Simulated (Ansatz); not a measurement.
Input file:

```yaml
crystal:
  periodic: [false, false, false]
  atoms:
    - {symbol: P, position_ang: [0.008671, 0.000048, -0.030570]}
    - {symbol: H, position_ang: [1.072841, 0.011484, 0.263077]}
    - {symbol: H, position_ang: [-0.681817, 1.166878, 0.336549]}
    - {symbol: H, position_ang: [-0.657493, -1.179824, 0.339794]}
basis:
  gaussian: {orbitals: 6-31G}
total_charge: 1
magnetization: {spin_polarized: false, initial_magnetization: 1}
correlation: {method: ccsdtq, electrons: outside_noble_gas}
```

```sh
$ ansatz run in.yaml --threads 1 --pin off --events-out ev --progress --plain --max-ram 2393MiB
```

Problem. Roughly how long does this take on 1 thread of Arm Neoverse V1, shared host, and how much host memory?

Solution. 9.5 s wall and 0.16 GiB.

```
390 factors; integrals over basis functions are off by at most 1.1e-7 eV
mean field evaluation 1: about -9306.3542 eV, gradient 8.4e0 eV
mean field evaluation 2: about -9306.3565 eV, gradient 8.4e0 eV
mean field evaluation 4: about -9306.6808 eV, gradient 2.5e-1 eV
mean field evaluation 8: about -9306.6811 eV, gradient 4.0e-7 eV
mean field evaluation 16: about -9306.6811 eV, gradient 7.9e-7 eV
mean field -9306.68113390 eV, -342.0142233758 hartree, gradient 7.9e-7 eV, S^2 0.750000; 0 other end points of the search recorded, 0 dependent functions left out
5 core orbitals not correlated: weight in the atoms' cores, before any rotation towards them, 1.000 or more for the frozen orbitals, at most 0.000 for the correlated occupied ones
reference -9306.68113390 eV, -342.0142233758 hartree; 4, 3 occupied and 10, 11 virtual orbitals, 390 factors
second order -1.32034086 eV of doubles, -0.01875024 eV of singles
cycle   1  -1.67931215 eV  change   -3.4e-1 eV  update   4.6e-2
cycle   2  -1.85816960 eV  change   -1.8e-1 eV  update   1.9e-2
cycle   3  -1.86779167 eV  change   -9.6e-3 eV  update   5.1e-3
cycle   4  -1.87026053 eV  change   -2.5e-3 eV  update   1.9e-3
cycle   5  -1.87000432 eV  change    2.6e-4 eV  update   7.0e-4
cycle   6  -1.87007253 eV  change   -6.8e-5 eV  update   2.3e-4
cycle   7  -1.87016281 eV  change   -9.0e-5 eV  update   5.2e-5
cycle   8  -1.87014425 eV  change    1.9e-5 eV  update   1.7e-5
cycle   9  -1.87014096 eV  change    3.3e-6 eV  update   5.8e-6
cycle  10  -1.87014416 eV  change   -3.2e-6 eV  update   2.0e-6
cycle  11  -1.87014438 eV  change   -2.1e-7 eV  update   6.1e-7
Total energy: -9308.55127828 eV, -342.0829499140 hartree
```

For the same geometry and basis full CI lies 0.0 meV lower.
